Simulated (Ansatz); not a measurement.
```yaml
crystal:
  periodic: [false, false, false]
  atoms:
    - {symbol: C, position_ang: [-0.101428, 1.165709, -0.532037]}
    - {symbol: D, position_ang: [0.121699, -0.321255, -0.508343]}
    - {symbol: F, position_ang: [1.396389, -0.619213, -0.957788]}
    - {symbol: C, position_ang: [-0.010770, -0.936572, 0.872519]}
    - {symbol: F, position_ang: [-1.308095, -0.862011, 1.263832]}
    - {symbol: F, position_ang: [0.731552, -0.261990, 1.779066]}
    - {symbol: H, position_ang: [0.626260, 1.670678, 0.103384]}
    - {symbol: H, position_ang: [-0.002020, 1.536329, -1.552557]}
    - {symbol: H, position_ang: [-1.105318, 1.398103, -0.172370]}
    - {symbol: H, position_ang: [-0.586169, -0.841915, -1.162616]}
    - {symbol: H, position_ang: [0.303302, -1.984862, 0.887409]}
basis:
  gaussian: {orbitals: 6-31G, fitting: {mean_field: def2-universal-jkfit}, final_grid: {core_spheres: 8, valence_spheres: 7, degree: 23}}
hamiltonian: {xc: {name: B97}}
output: {forces: true}
```

```sh
$ ansatz run in.yaml --threads 4 --pin off --events-out ev --progress --plain --max-ram 10444MiB
```

Output, abridged:

```
Error: YAML parse error: error: line 5 column 16: `D` is not an element symbol (H … Og, case-exact)
 --> <input>:5:16
  |
3 |   atoms:
4 |     - {symbol: C, position_ang: [-0.101428, 1.165709, -0.532037]}
5 |     - {symbol: D, position_ang: [0.121699, -0.321255, -0.508343]}
  |                ^ `D` is not an element symbol (H … Og, case-exact)
6 |     - {symbol: F, position_ang: [1.396389, -0.619213, -0.957788]}
7 |     - {symbol: C, position_ang: [-0.010770, -0.936572, 0.872519]}
  |
```

Problem. Something in this input is off. What?

Solution. An element symbol is wrong. The program refused the input.
